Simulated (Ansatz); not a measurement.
Zinc-blende InAs, relaxed in Ansatz (plane waves) with several semilocal functionals. Each gives its own volume and its own bulk modulus:

```
level   V0 (Å³/atom)  bulk modulus (GPa)   ln V0   ln B0
------  ------------  ------------------  ------  ------
LDA           27.352               60.15  3.3088  4.0968
r²SCAN        28.498               57.23  3.3498  4.0471
PBE           29.595               48.51  3.3876  3.8818
```

Fit a straight line to ln B0 against ln V0. What does it predict for PBEsol, whose volume is 28.192 Å³/atom?

With x = ln V0 and y = ln B0: means 3.34873 and 4.00857; Σ(Δx Δy) = -0.008409, Σ(Δx²) = 0.003106, so the slope is -2.71. At x = 3.3390 the line gives y = 4.00857 + (-2.71) × (3.3390 − 3.34873) = 4.0349, or 56.54 GPa. The run with PBEsol gives 55.73 GPa, -1.4 % from the line. The rows used scatter about it by up to 4.2 %, while the largest value lies 24 % above the smallest. For comparison, PBE's own equation of state has B′ = 4.8, the slope −d ln B/d ln V at a fixed functional; the two needn't agree, since functionals also differ at one volume.

Measured: 58.6 GPa (measured, 0 K value with the zero-point phonon effect removed; as tabulated in Mejia-Rodriguez and Trickey (2018), arXiv:1807.09216).

Ansatz's density-functional and Hartree–Fock values are scalar-relativistic unless marked +SOC, with PAW data made under PBE.

Ansatz is a quantum-chemistry and plane-wave program.
